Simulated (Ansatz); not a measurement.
# Potassium, bcc: convergence with the plane-wave cutoff

Computed with Ansatz, r²SCAN, scalar-relativistic PAW, on the relaxed cell (a = 5.340 Å; spin not included). Errors count from a run at 500 eV on a Γ-centred 14×14×14 mesh with Fermi-Dirac smearing of 0.1 eV, extrapolated to zero width. Fixed here: mesh 8×8×8, Fermi-Dirac width 0.1 eV. The pressure holds a Pulay correction and is unreliable far below the recommended cutoff. The SCF starts from atomic densities corrected by a trained network.

```csv
cutoff (eV),E(σ→0) error (meV/atom),P (GPa),SCF iterations
150,5175.3,-0.03,7
200,942.4,-0.02,7
300,22.5,0.04,6
350,7.3,0.04,6
420,5.8,0.03,6
500,4.8,0.03,6
600,4.4,0.03,6
800,3.8,0.03,6
```

Q: What does the run at 250 give (cutoff)?

A: E(σ→0) error (meV/atom): 150.0; P (GPa): 0.03; SCF iterations: 6.

Within 5 meV/atom of the last row: from 350 eV on.
